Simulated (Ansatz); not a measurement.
Input file:

```yaml
crystal:
  periodic: [false, false, false]
  atoms:
    - {symbol: Al, position_ang: [0.000000, 0.000000, -0.185467]}
    - {symbol: Ga, position_ang: [0.000000, 0.000000, -2.529067]}
    - {symbol: H, position_ang: [0.000000, 0.000000, 2.714533]}
basis:
  gaussian: {orbitals: 6-31G}
magnetization: {spin_polarized: false, initial_magnetization: 3}
correlation: {method: fic_mrcisd_q, electrons: outside_noble_gas, active_space: {window: {electrons: 3, orbitals: 7}}}
```

```sh
$ ansatz run in.yaml --threads 1 --pin off --events-out ev --progress --plain --max-ram 2393MiB
```

Log:

```
420 factors; integrals over basis functions are off by at most 1.6e-4 eV
mean field evaluation 1: about -58918.5633 eV, gradient 5.0e0 eV
mean field evaluation 2: about -58918.5785 eV, gradient 5.0e0 eV
mean field evaluation 4: about -58919.3327 eV, gradient 1.5e0 eV
mean field evaluation 8: about -58919.3584 eV, gradient 3.0e-1 eV
mean field evaluation 16: about -58918.8151 eV, gradient 3.5e0 eV
mean field evaluation 32: about -58919.3558 eV, gradient 2.7e-1 eV
mean field evaluation 64: about -58918.5215 eV, gradient 3.2e0 eV
mean field evaluation 96: about -58919.0814 eV, gradient 1.2e-1 eV
mean field -58919.36067212 eV, -2165.2465677235 hartree, gradient 1.1e-6 eV, S^2 3.750000; 11 other end points of the search recorded, 0 dependent functions left out
reference -58919.36067212 eV, -2165.2465677235 hartree; 24, 21 occupied and 20, 23 virtual orbitals, 420 factors
state -58919.58584396 eV, -2165.2548426357 hartree
contracted CI cycle   1: correlation 0.00000000 eV, 0.0000000000 hartree, residual 6.80e0 eV
contracted CI cycle   2: correlation -1.80536852 eV, -0.0663460693 hartree, residual 2.09e0 eV
contracted CI cycle   3: correlation -2.00216515 eV, -0.0735782123 hartree, residual 8.05e-1 eV
contracted CI cycle   4: correlation -2.03122642 eV, -0.0746461942 hartree, residual 3.29e-1 eV
contracted CI cycle   5: correlation -2.03646373 eV, -0.0748386616 hartree, residual 1.70e-1 eV
contracted CI cycle   6: correlation -2.03795082 eV, -0.0748933111 hartree, residual 1.04e-1 eV
contracted CI cycle   7: correlation -2.03847493 eV, -0.0749125720 hartree, residual 5.58e-2 eV
contracted CI cycle   8: correlation -2.03860881 eV, -0.0749174919 hartree, residual 2.80e-2 eV
contracted CI cycle   9: correlation -2.03863893 eV, -0.0749185988 hartree, residual 1.28e-2 eV
contracted CI cycle  10: correlation -2.03864433 eV, -0.0749187973 hartree, residual 5.06e-3 eV
contracted CI cycle  11: correlation -2.03864514 eV, -0.0749188271 hartree, residual 1.79e-3 eV
contracted CI cycle  12: correlation -2.03864524 eV, -0.0749188306 hartree, residual 5.88e-4 eV
state -58919.58584396 eV, -2165.2548426357 hartree; corrected -58921.91269744 eV, -2165.3403529241 hartree
Total energy: -58921.91269744 eV, -2165.3403529241 hartree
```

Natural occupations: 1.0000 0.9694 0.9694 0.0301 0.0301 0.0005 0.0005.

Ran on 1 thread of Intel Xeon, shared host: 56 s wall, 0.14 GiB peak host memory.
